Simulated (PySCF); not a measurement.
Compound: C4H4S2.
SMILES with atom numbers: `[SH:1][c:2]1[cH:3][cH:4][s:5][cH:6]1` (hydrogens: H7 on S1; H8 on C3; H9 on C4; H10 on C6)

Computed geometry: GFN2-xTB, gas phase.

Problem. What internal coordinates does the optimisation give?

Solution. 
```
  bond  length (Å)
 S1–C2       1.764
 C2–C3       1.419
 C3–C4       1.355
 C4–S5       1.719
 S5–C6       1.719
 C2–C6       1.361
 S1–H7       1.331
 C3–H8       1.075
 C4–H9       1.072
C6–H10       1.071
```

A selection of angles:
```
    angle  degrees
 C2–S1–H7     95.1
 S1–C2–C3    124.3
 S1–C2–C6    122.9
 C3–C2–C6    112.8
 C2–C3–C4    112.1
 C2–C3–H8    123.7
 C4–C3–H8    124.2
 C3–C4–S5    112.3
 C3–C4–H9    128.0
 S5–C4–H9    119.6
 C4–S5–C6     91.1
S5–C6–H10    120.4
 C2–C6–S5    111.7
C2–C6–H10    127.9
```

Torsions: H7–S1–C2–C3 0° (synperiplanar).

The 5-membered ring C2–C3–C4–S5–C6 has internal angles of 91.1° to 112.8°; it is planar, 0.00 Å rms from its mean plane, widest ring torsion 0°. S1 (thiol sulfur) is bent (angle 95.1°). Of the pairs four or more bonds apart, H7···H8 is among the closest relative to their van der Waals radii: 2.43 Å, 101 % of the sum of Bondi's values. The 6 heavy atoms lie in one plane (0.000 Å rms). The C–S distances run from 1.719 Å (C4–S5, aromatic) to 1.764 Å (S1–C2, drawn single), a spread of 0.045 Å. The C–C distances run from 1.355 Å (C3–C4, aromatic) to 1.419 Å (C2–C3, aromatic), a spread of 0.064 Å.

Point group: Cs (every atom within 0.08 Å of its image). No frequency check. One conformer, not necessarily the lowest (H–S1–C2–C3 0°).
